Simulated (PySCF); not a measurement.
Species, as SMILES: C#N (CH-N).
Geometry (B3LYP-D3(BJ)/def2-TZVP, fixed):
```xyz
3

C      0.0000     0.0000    -0.4969
N      0.0000     0.0000     0.6493
H      0.0000     0.0000    -1.5636
```
Charge 0, spin multiplicity 1.

Basis-set convergence of the mean static polarisability at HF with PySCF. All functions are spherical. Density fitting with generated auxiliary sets. No added dispersion term, no relativity. Reference: the value in d-aug-cc-pVTZ, 16.63 bohr³, itself unsure by roughly 0.2 % (its mean distance from aug-pcseg-3, aug-cc-pVQZ, aug-pcseg-2). Deviations are taken from unrounded values.

```csv
basis,functions,mean static polarisability (bohr³),minus reference (%)
6-31G**,33,11.72,-29.5
pcseg-1,33,12.60,-24.2
6-311G**,42,12.60,-24.3
6-311+G**,50,13.94,-16.2
Sadlej pVTZ,57,16.43,-1.2
"6-311++G(2d,2p)",64,15.08,-9.3
cc-pVTZ,74,14.33,-13.8
d-aug-cc-pVDZ,77,16.60,-0.2
def2-TZVPD,83,16.50,-0.8
"6-311++G(3df,3pd)",96,16.30,-2.0
aug-cc-pVTZ,115,16.58,-0.3
cc-pVQZ,140,15.46,-7.0
pcseg-4,263,16.58,-0.3
```

The smallest set listed that lies within 5 % of the reference with all its larger relatives (same family, alike in diffuse functions; a set with none counts only in the reference's own line) is d-aug-cc-pVDZ (77 functions, -0.2 % off). Inside, with no larger relative to test it: Sadlej pVTZ, 6-311++G(3df,3pd), pcseg-4. (Relatives not listed, tested too: def2-TZVPPD -0.7, d-aug-cc-pVTZ 0.0, def2-QZVPPD -0.2, aug-cc-pVQZ 0.0 %.)
